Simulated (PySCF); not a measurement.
Compound: cyclopropenone, C₃H₂O.
SMILES with atom numbers: `[O:1]=[c:2]1[cH:3][cH:4]1` (hydrogens: H5 on C3; H6 on C4)

The same species was optimised twice, with GFN2-xTB and with PBE0-D3(BJ)/def2-SVP (PySCF), and the same property calculations (PySCF, gas phase) were run on both structures.

| coordinate | GFN2-xTB | PBE0-D3(BJ)/def2-SVP | change |
| --- | --- | --- | --- |
| C4–H6 (Å) | 1.067 | 1.093 | +0.026 |
| C3–H5 (Å) | 1.068 | 1.092 | +0.024 |
| O1=C2 (Å) | 1.189 | 1.197 | +0.008 |
| C3–C4 (Å) | 1.349 | 1.346 | -0.003 |
| C2–C4 (Å) | 1.431 | 1.432 | +0.001 |
| C2–C3 (Å) | 1.431 | 1.432 | +0.001 |
| C3–C4–H6 (°) | 144.8 | 143.9 | -0.9 |
| C2–C4–H6 (°) | 153.3 | 154.1 | +0.8 |
| C4–C3–H5 (°) | 144.8 | 144.2 | -0.6 |
| C2–C3–H5 (°) | 153.3 | 153.8 | +0.5 |
| C3–C2–C4 (°) | 56.2 | 56.0 | -0.2 |
| O1–C2–C3 (°) | 151.9 | 152.0 | +0.1 |
| C2–C3–C4 (°) | 61.9 | 62.0 | +0.1 |
| C2–C4–C3 (°) | 61.9 | 62.0 | +0.1 |

Rotational constants: A = 32104, B = 7923, C = 6355 MHz (GFN2-xTB) against A = 32083, B = 7844, C = 6303 MHz (PBE0-D3(BJ)/def2-SVP). Point groups within 0.08 Å: C2v and C2v.

On the GFN2-xTB structure: HOMO (eV) -7.03 [PBE0/pcSseg-1]; LUMO (eV) -1.21 [PBE0/pcSseg-1]; dipole (D) 4.08 [PBE0/pcSseg-1]; GIAO shielding of O1 (ppm) 12.1 [PBE0/pcSseg-1]; GIAO shielding of C2 (ppm) 37.3 [PBE0/pcSseg-1]; GIAO shielding of C3/C4 (mean) (ppm) 14.2 [PBE0/pcSseg-1].

Q: What do these properties become on the PBE0-D3(BJ)/def2-SVP structure?

A: 
```tsv
property	level	on GFN2-xTB	on PBE0-D3(BJ)/def2-SVP	change
HOMO (eV)	PBE0/pcSseg-1	-7.03	-7.06	-0.03
LUMO (eV)	PBE0/pcSseg-1	-1.21	-1.19	+0.02
dipole (D)	PBE0/pcSseg-1	4.08	4.14	+0.06
energy, GFN2-xTB geometry as zero (kcal/mol)	PBE0/pcSseg-1	0.0	-0.4	-0.4
GIAO shielding of O1 (ppm)	PBE0/pcSseg-1	12.1	8.4	-3.7
GIAO shielding of C2 (ppm)	PBE0/pcSseg-1	37.3	36.1	-1.2
GIAO shielding of C3/C4 (mean) (ppm)	PBE0/pcSseg-1	14.2	14.8	+0.6
```

The heavy atoms differ by 0.004 Å rms after alignment. Among all bonds C4–H6 changes most (+0.026 Å). Changes are differences of the printed values. Neither structure is proved a minimum here.
